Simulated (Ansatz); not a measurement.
A nudged elastic band was laid between two geometries of C$_{2}$H$_{3}$Si (6 atoms, charge 0, multiplicity 2).

Computed with UKS LDA/def2-SVP in Ansatz 0.2.0.

| Property | Result |
| --- | --- |
| movable images | 5 |
| climbing image | yes |
| spring | 5.0 eV/Å² |
| optimiser | quadratic models (default) |
| start path | through a guess of the saddle point |
| force threshold | 0.03 eV/Å |
| iteration limit | 60 |
| end points | relaxed |

Initial state:

```xyz
6
Properties=species:S:1:pos:R:3
C -1.549 -0.993 -0.526
Si -0.129 -0.139 -0.445
C 1.071 0.703 0.486
H -2.313 -1.528 -1.105
H 1.958 1.152 0.011
H 0.962 0.805 1.580
```

Final state:

```xyz
6
Properties=species:S:1:pos:R:3
C -1.368 -0.955 -0.939
Si -0.397 -0.208 0.179
C 1.032 0.700 0.569
H -2.277 -1.515 -1.197
H 1.749 0.991 -0.219
H 1.262 0.986 1.608
```

(1) Which bonds break or form, and what moves?

(2) Give the energies along the band, and the barrier.

(3) What is the geometry of the highest image?

(4) What are the harmonic wavenumbers there?

The band took 48 iterations and roughly 80 core-seconds.

Answers

(1) No bond is made or broken.  The two ends are copies of one structure, up to a mirror image or an exchange of like atoms.

(2) The run converged. The highest image is number 2 of 0 to 6, 0.041 eV above the ends, which have the same energy within 2 meV. A vibrational analysis at the climbing image gives one clearly imaginary mode, 130i cm⁻¹: a first-order saddle point.

| image | path coordinate (Å) | energy (eV) |
| --- | --- | --- |
| 0 | 0.00 | 0.000 |
| 1 | 0.26 | 0.017 |
| 2 | 0.51 | 0.041 |
| 3 | 0.64 | 0.035 |
| 4 | 0.77 | 0.018 |
| 5 | 0.91 | 0.005 |
| 6 | 1.04 | 0.000 |

(3) 
```xyz
6
Properties=species:S:1:pos:R:3:forces:R:3
C -1.493 -1.020 -0.748 0.00 0.00 0.01
Si -0.245 -0.177 -0.129 -0.01 0.00 -0.01
C 1.066 0.734 0.534 0.00 0.00 0.00
H -2.321 -1.597 -1.164 0.00 0.00 0.00
H 1.999 0.882 -0.034 0.00 0.00 0.00
H 0.994 1.178 1.541 0.00 0.00 0.00
```

(4) 130i, 126, 436, 436, 550, 701, 830, 1188, 1260, 3086, 3206, 3296 cm⁻¹.

Time of the run: 77 s on 1 thread of AMD EPYC 9R45 96-Core Processor (Zen 5) (shared host), peak memory 0.13 GiB.
